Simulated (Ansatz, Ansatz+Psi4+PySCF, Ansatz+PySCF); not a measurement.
```xyz
8

H     0.0000   -1.2446   -1.2785
C     0.0000   -0.1621   -1.2097
C     0.0000    0.4659    0.0000
C     0.0000   -0.1621    1.2097
H     0.0000    0.3966    2.1368
H     0.0000    0.3966   -2.1368
H     0.0000    1.5542    0.0000
H     0.0000   -1.2446    1.2785
```

Basis set: cc-pVTZ (spherical functions). Frozen core: 3 orbitals. Correlation on ROHF uses semicanonical orbitals with singles. Charge 0, multiplicity 2.

Computed with Ansatz (development build ahead of 0.2.0); each method stands on the lowest determinant of its kind that the runs found.

Problem. Give the atomization energy at this shape (free ground-state atoms in the same class of orbitals less the molecule, no zero-point energy) of doublet C3H5 by ROHF-CCSD(T), ROHF-MP2, UHF-MP2, ROHF, UHF.

Solution.

```csv
method,atomization energy
ROHF-CCSD(T),747.14 kcal/mol
ROHF-MP2,756.87 kcal/mol
UHF-MP2,748.98 kcal/mol
ROHF,582.63 kcal/mol
UHF,587.80 kcal/mol
```

Caution for ROHF-CCSD(T), ROHF-MP2, ROHF: an unrestricted determinant lies well below. Caution for UHF-MP2, UHF: the unrestricted determinant is spin contaminated.
